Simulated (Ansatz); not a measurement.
These are Ansatz (an electronic-structure program) with B3LYP-D3(BJ)/def2-TZVP values and carry that method's errors. No frequencies were computed at this level.

Ansatz 0.2 input:
```yaml
crystal:
  periodic: [false, false, false]
  atoms:
    - { symbol: Si, position_ang: [-0.000097, 0.000713, 0.238232] }
    - { symbol: H, position_ang: [-0.674166, 1.243292, -0.082288] }
    - { symbol: H, position_ang: [1.413776, -0.038767, -0.07835] }
    - { symbol: H, position_ang: [-0.739513, -1.205238, -0.077595] }
basis:
  gaussian: { orbitals: def2-tzvp }
hamiltonian:
  xc: b3lyp
  dispersion: d3bj
relax:
  max_steps: 150
magnetization:
  spin_polarized: true
  initial_magnetization: 1
```

Output:

```
Functional definition: B3LYP
393 factors; their error is unknown
mean field evaluation 1: about -7925.1168 eV, gradient 7.5e0 eV
mean field evaluation 2: about -7925.4994 eV, gradient 3.1e0 eV
mean field evaluation 4: about -7925.5635 eV, gradient 1.1e-1 eV
mean field evaluation 8: about -7925.5894 eV, gradient 9.5e-3 eV
mean field -7925.58939962 eV, -291.2600382787 hartree, gradient 1.5e-5 eV, S^2 0.752510; 0 other end points of the search recorded, 0 dependent functions left out
reference -7925.58960249 eV, -291.2600457341 hartree; 9, 8 occupied and 46, 47 virtual orbitals, 393 factors
relax step   1: F+E_penalty+E_count = -7925.65813565 eV  Δ(F+E_penalty+E_count) = +0.000e0 eV  max|allowed force component| = 9.030e-1 eV/Å  Δτ_max = 0.0000 Å  (23 SCF iters, accepted)
these checks for a lower state are left out or cut short: starts, cluster_reference, orbital_swaps, neighbouring_geometries, increment
393 factors; their error is unknown
mean field evaluation 16: about -7925.6301 eV, gradient 6.8e-2 eV
mean field -7925.65523296 eV, -291.2624576091 hartree, gradient 2.2e-5 eV, S^2 0.751911; 0 other end points of the search recorded, 0 dependent functions left out
reference -7925.65543569 eV, -291.2624650595 hartree; 9, 8 occupied and 46, 47 virtual orbitals, 393 factors
relax step   2: F+E_penalty+E_count = -7925.72412915 eV  Δ(F+E_penalty+E_count) = -6.599e-2 eV  max|allowed force component| = 1.472e-1 eV/Å  Δτ_max = 0.0994 Å  (25 SCF iters, accepted)
these checks for a lower state are left out or cut short: starts, cluster_reference, orbital_swaps, neighbouring_geometries, increment
393 factors; their error is unknown
mean field -7925.65715160 eV, -291.2625281179 hartree, gradient 5.0e-5 eV, S^2 0.751909; 0 other end points of the search recorded, 0 dependent functions left out
reference -7925.65735472 eV, -291.2625355825 hartree; 9, 8 occupied and 46, 47 virtual orbitals, 393 factors
relax step   3: F+E_penalty+E_count = -7925.72601190 eV  Δ(F+E_penalty+E_count) = -1.883e-3 eV  max|allowed force component| = 2.686e-2 eV/Å  Δτ_max = 0.0098 Å  (24 SCF iters, accepted)
these checks for a lower state are left out or cut short: starts, cluster_reference, orbital_swaps, neighbouring_geometries, increment
393 factors; their error is unknown
mean field evaluation 32: about -7925.6572 eV, gradient 1.7e-5 eV
mean field -7925.65716560 eV, -291.2625286323 hartree, gradient 1.7e-5 eV, S^2 0.751888; 0 other end points of the search recorded, 0 dependent functions left out
reference -7925.65736859 eV, -291.2625360922 hartree; 9, 8 occupied and 46, 47 virtual orbitals, 393 factors
relax step   4: F+E_penalty+E_count = -7925.72604414 eV  Δ(F+E_penalty+E_count) = -3.223e-5 eV  max|allowed force component| = 3.221e-2 eV/Å  Δτ_max = 0.0050 Å  (22 SCF iters, accepted)
these checks for a lower state are left out or cut short: starts, cluster_reference, orbital_swaps, neighbouring_geometries, increment
393 factors; their error is unknown
mean field -7925.65722885 eV, -291.2625309567 hartree, gradient 1.8e-5 eV, S^2 0.751900; 0 other end points of the search recorded, 0 dependent functions left out
reference -7925.65743186 eV, -291.2625384175 hartree; 9, 8 occupied and 46, 47 virtual orbitals, 393 factors
relax step   5: F+E_penalty+E_count = -7925.72610143 eV  Δ(F+E_penalty+E_count) = -5.730e-5 eV  max|allowed force component| = 6.195e-4 eV/Å  Δτ_max = 0.0029 Å  (21 SCF iters, accepted)
393 factors; their error is unknown
mean field -7925.65722885 eV, -291.2625309567 hartree, gradient 1.8e-5 eV, S^2 0.751900; 1 other end points of the search recorded, 0 dependent functions left out
reference -7925.65743186 eV, -291.2625384175 hartree; 9, 8 occupied and 46, 47 virtual orbitals, 393 factors
Total energy: -7925.72630445 eV, -291.2650694384 hartree
Atom 0 at    -0.000233     0.000672     0.341222 Å, force    -0.000004    -0.000003     0.000587 eV/Å
Atom 1 at    -0.672346     1.240544    -0.116652 Å, force    -0.000294     0.000545    -0.000197 eV/Å
Atom 2 at     1.410832    -0.038270    -0.112697 Å, force     0.000619    -0.000016    -0.000196 eV/Å
Atom 3 at    -0.738254    -1.202946    -0.111874 Å, force    -0.000322    -0.000525    -0.000194 eV/Å
Dipole moment:    -0.000011     0.000033     0.017108 e Å
```

Cost: about 6 core-seconds (a rough figure).
